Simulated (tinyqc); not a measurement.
Inside a calculation. Method: UHF in the sto-3g basis, for LiH+, spin multiplicity 2. One step of it, computed by the program tinyqc.

Question. Iteration 1: building the Fock matrix. J_ij = sum D_kl (ij|kl) with D = D(alpha) + D(beta), K_ij = sum D_kl (ik|jl) for each spin; F = H + J - K(s); E = tr D H + tr D J / 2 - 0.5 sum_s tr D(s) K(s) + E_nn.

D(alpha) at the start, lower triangle:
```
,1Li 1s,1Li 2s,1Li 2px,1Li 2py,1Li 2pz,2H 1s
1Li 1s,0.988108
1Li 2s,0.009170,0.107174
1Li 2px,0.000000,0.000000,0.000000
1Li 2py,0.000000,0.000000,0.000000,0.000000
1Li 2pz,-0.056144,0.199157,0.000000,0.000000,0.375508
2H 1s,-0.056971,0.187191,0.000000,0.000000,0.353258,0.332344
```

D(beta) at the start, lower triangle:
```
,1Li 1s,1Li 2s,1Li 2px,1Li 2py,1Li 2pz,2H 1s
1Li 1s,0.979540
1Li 2s,0.039250,0.001573
1Li 2px,0.000000,0.000000,0.000000
1Li 2py,0.000000,0.000000,0.000000,0.000000
1Li 2pz,0.000578,0.000023,0.000000,0.000000,0.000000
2H 1s,-0.003610,-0.000145,0.000000,0.000000,-0.000002,0.000013
```

core Hamiltonian H = T + V (hartree), lower triangle:
```
,1Li 1s,1Li 2s,1Li 2px,1Li 2py,1Li 2pz,2H 1s
1Li 1s,-4.586148
1Li 2s,-1.027998,-1.283460
1Li 2px,0.000000,0.000000,-1.044044
1Li 2py,0.000000,0.000000,0.000000,-1.044044
1Li 2pz,-0.004773,-0.055942,0.000000,0.000000,-1.080303
2H 1s,-0.010442,-0.173066,0.000000,0.000000,-0.261097,-1.006742
```

Two-electron integrals (ij|kl) in chemists' order, unique and non-zero (hartree):
```
i,j,k,l,(ij|kl)
1,1,1,1,1.680395
2,1,1,1,0.265420
2,1,2,1,0.049941
2,2,1,1,0.397727
2,2,2,1,0.092860
2,2,2,2,0.290562
3,1,3,1,0.008981
3,2,3,1,0.013788
3,2,3,2,0.064184
3,3,1,1,0.396640
3,3,2,1,0.092880
3,3,2,2,0.290497
3,3,3,3,0.312946
4,1,4,1,0.008981
4,2,4,1,0.013788
4,2,4,2,0.064184
4,3,4,3,0.016869
4,4,1,1,0.396640
4,4,2,1,0.092880
4,4,2,2,0.290497
4,4,3,3,0.279207
4,4,4,4,0.312946
5,1,5,1,0.008981
5,2,5,1,0.013788
5,2,5,2,0.064184
5,3,5,3,0.016869
5,4,5,4,0.016869
5,5,1,1,0.396640
5,5,2,1,0.092880
5,5,2,2,0.290497
5,5,3,3,0.279207
5,5,4,4,0.279207
5,5,5,5,0.312946
6,1,1,1,0.002250
6,1,2,1,0.000441
6,1,2,2,0.000888
6,1,3,3,0.000871
6,1,4,4,0.000871
6,1,5,1,0.000074
6,1,5,2,0.000155
6,1,5,5,0.000923
6,1,6,1,4.73e-06
6,2,1,1,0.030015
6,2,2,1,0.007211
6,2,2,2,0.027788
6,2,3,3,0.026122
6,2,4,4,0.026122
6,2,5,1,0.000963
6,2,5,2,0.008701
6,2,5,5,0.031086
6,2,6,1,0.000085
6,2,6,2,0.007437
6,3,3,1,0.000230
6,3,3,2,0.001643
6,3,5,3,0.000882
6,3,6,3,0.000241
6,4,4,1,0.000230
6,4,4,2,0.001643
6,4,5,4,0.000882
6,4,6,4,0.000241
6,5,1,1,0.045403
6,5,2,1,0.010926
6,5,2,2,0.042503
6,5,3,3,0.039787
6,5,4,4,0.039787
6,5,5,1,0.001493
6,5,5,2,0.013640
6,5,5,5,0.047881
6,5,6,1,0.000130
6,5,6,2,0.011805
6,5,6,5,0.018762
6,6,1,1,0.180053
6,6,2,1,0.043417
6,6,2,2,0.177932
6,6,3,3,0.166419
6,6,4,4,0.166419
6,6,5,1,0.004772
6,6,5,2,0.054668
6,6,5,5,0.200612
6,6,6,1,0.000499
6,6,6,2,0.066648
6,6,6,5,0.106999
6,6,6,6,0.774606
```

nuclear repulsion = 0.54016047 hartree

Give: Coulomb J; exchange K(alpha); exchange K(beta); F(alpha); F(beta); total energy of this density.

Answer.

Coulomb J (hartree), lower triangle:
```
,1Li 1s,1Li 2s,1Li 2px,1Li 2py,1Li 2pz,2H 1s
1Li 1s,3.6272
1Li 2s,0.5969,1.0317
1Li 2px,0.0000,0.0000,1.0190
1Li 2py,0.0000,0.0000,0.0000,1.0190
1Li 2pz,0.0075,0.0551,0.0000,0.0000,1.0506
2H 1s,0.0053,0.1111,0.0000,0.0000,0.1715,0.8323
```

exchange K(alpha) (hartree), lower triangle:
```
,1Li 1s,1Li 2s,1Li 2px,1Li 2py,1Li 2pz,2H 1s
1Li 1s,1.6740
1Li 2s,0.2817,0.1245
1Li 2px,0.0000,0.0000,0.0236
1Li 2py,0.0000,0.0000,0.0000,0.0236
1Li 2pz,-0.0011,0.0933,0.0000,0.0000,0.1785
2H 1s,0.0034,0.0960,0.0000,0.0000,0.1530,0.3705
```

exchange K(beta) (hartree), lower triangle:
```
,1Li 1s,1Li 2s,1Li 2px,1Li 2py,1Li 2pz,2H 1s
1Li 1s,1.6669
1Li 2s,0.2776,0.0566
1Li 2px,0.0000,0.0000,0.0100
1Li 2py,0.0000,0.0000,0.0000,0.0100
1Li 2pz,0.0001,0.0000,0.0000,0.0000,0.0100
2H 1s,0.0028,0.0006,0.0000,0.0000,0.0001,0.0000
```

F(alpha) (hartree), lower triangle:
```
,1Li 1s,1Li 2s,1Li 2px,1Li 2py,1Li 2pz,2H 1s
1Li 1s,-2.6329
1Li 2s,-0.7128,-0.3762
1Li 2px,0.0000,0.0000,-0.0487
1Li 2py,0.0000,0.0000,0.0000,-0.0487
1Li 2pz,0.0039,-0.0941,0.0000,0.0000,-0.2083
2H 1s,-0.0086,-0.1580,0.0000,0.0000,-0.2426,-0.5449
```

F(beta) (hartree), lower triangle:
```
,1Li 1s,1Li 2s,1Li 2px,1Li 2py,1Li 2pz,2H 1s
1Li 1s,-2.6259
1Li 2s,-0.7087,-0.3084
1Li 2px,0.0000,0.0000,-0.0351
1Li 2py,0.0000,0.0000,0.0000,-0.0351
1Li 2pz,0.0026,-0.0009,0.0000,0.0000,-0.0397
2H 1s,-0.0080,-0.0626,0.0000,0.0000,-0.0897,-0.1744
```

total energy of this density = -7.501340 hartree
